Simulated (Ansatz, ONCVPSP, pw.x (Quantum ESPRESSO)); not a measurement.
# Which Al potential is closest to all-electron in the fcc crystal?

All use LDA (Perdew-Wang 92), scalar-relativistic, no spin, cutoffs from each file’s atomic test, pw.x 7.5; 14³ k-points, Fermi–Dirac smearing 0.01 Ry. Δ is the rms difference from all-electron LAPW of the E(V) curves that follow from fits to the pressures, over ±6 % in volume. Mesh and smearing are coarse and serve the comparison alone. The files are a selection: those with a ghost or negative overlap were mostly not run, and those with noisy or unconverged pressures or nearly equal Δ are left out.

All-electron: a0 = 3.983 Å (V0 = 15.80 Å³/atom), B0 = 82.8 GPa.

Question: Rank them by Δ, smallest first.
A. optimised norm-conserving Vanderbilt (ONCV), ONCVPSP 4.0.1.1 (patched build), LDA (Perdew-Wang 92); core [Ne], reference 3s2 3p1; waves: 3s: rc 1.90 bohr, ncon 4, nbas 9, qcut 3.9 1/bohr, 2 projectors, debl 2 Ha; 3p: rc 2.20 bohr, ncon 3, nbas 6, qcut 3.6 1/bohr, 1 projector; d scattering state at 0.1 Ha: rc 2.25 bohr, ncon 4, nbas 7, qcut 4.9 1/bohr, 3 projectors, debl 0.3 Ha; local part: polynomial inside 1.90 bohr (lpopt 5, dvloc0 0 Ha); core correction: Teter function, fcfact 4.25, rcfact 1.5.
B. optimised norm-conserving Vanderbilt (ONCV), ONCVPSP 4.0.1.1 (patched build), LDA (Perdew-Wang 92); core [Ne], reference 3s2 3p1; waves: 3s: rc 2.10 bohr, ncon 4, nbas 9, qcut 2.5 1/bohr, local; 3p: rc 2.20 bohr, ncon 5, nbas 10, qcut 4 1/bohr, 2 projectors, debl 2.5 Ha; d scattering state at 0.43 Ha: rc 2.10 bohr, ncon 4, nbas 8, qcut 4.5 1/bohr, 1 projector; local part: the s channel; core correction: Teter function, fcfact 3.25, rcfact 1.7.
C. optimised norm-conserving Vanderbilt (ONCV), ONCVPSP 4.0.1.1 (patched build), LDA (Perdew-Wang 92); core [Ne], reference 3s2 3p1; waves: 3s: rc 2.25 bohr, ncon 4, nbas 8, qcut 2.6 1/bohr, 2 projectors, debl 0.7 Ha; 3p: rc 1.80 bohr, ncon 4, nbas 9, qcut 5.6 1/bohr, local; d scattering state at 0.05 Ha: rc 1.80 bohr, ncon 4, nbas 8, qcut 4.8 1/bohr, 2 projectors, debl 2.2 Ha; local part: the p channel; core correction: polynomial model core, fcfact 0.4.

Answer: A (0.8 meV/atom), C (2.3 meV/atom), B (4.9 meV/atom).
